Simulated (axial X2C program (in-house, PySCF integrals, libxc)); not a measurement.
Ionising SiO

All values come from calculations with an in-house all-electron X2C program for linear molecules (integrals from PySCF), spin-free (one-electron X2C) or two-component (2c: spin–orbit coupling with atomic mean-field Coulomb and Gaunt terms, which also bring small scalar terms), in Dyall basis sets with cores contracted in-house; open shells are unrestricted.

Basis sets: O dyall-av3z, Si dyall-v3z.

```
Hamiltonian  level       SiO state  Re (Å)  ωe (cm⁻¹)  De (eV)
  spin-free   PBE0  M_S = 0, Λ = 0   1.516     1261.5     7.77
         2c   PBE0           Ω = 0   1.516     1261.4     7.77
```

Adiabatic ionisation energy (minimum to minimum, no zero-point term) and constants of SiO⁺:

```json
{"Hamiltonian": "spin-free", "level": "PBE0", "SiO⁺ state": "M_S = 1/2, Λ = 0", "IE (eV)": "11.39", "Re (Å)": "1.526", "ωe (cm⁻¹)": "1140.8", "De (eV)": "4.58", "fragments": "Si+ + O"}
{"Hamiltonian": "2c", "level": "PBE0", "SiO⁺ state": "Ω = 1/2", "IE (eV)": "11.39", "Re (Å)": "1.526", "ωe (cm⁻¹)": "1140.7", "De (eV)": "4.58", "fragments": "Si+ + O"}
```

**Question.** Add the zero-point terms to the ionisation energy at PBE0, 2c, and say whether the electron removed was bonding.

**Answer.** IE0 = IE + (ωe⁺ − ωe)/2 = 11.39 + (-0.007) = 11.38 eV. Re changes by 0.010 Å, so the electron was nearly non-bonding.

**Question.** Close the cycle De(SiO⁺) + IE(SiO) = De(SiO) + IE(Si) to find the atomic ionisation energy at PBE0, 2c.

**Answer.** IE(Si) = 4.58 + 11.39 − 7.77 = 8.20 eV, for the determinants used.

Each entry is the lowest single determinant of a limited PBE0 search at one distance. De goes to single-determinant-based atoms at the same level (for ions the charge split of lowest energy) and is withheld (n/a) where an atom does not fit its ground term or J level. Main or longest-lived isotopes. Some light 2c atoms are not at their ground J level, so De misses part of their lowering (0.04 eV or less). The functionals have no current term, which raises determinants with orbital currents.
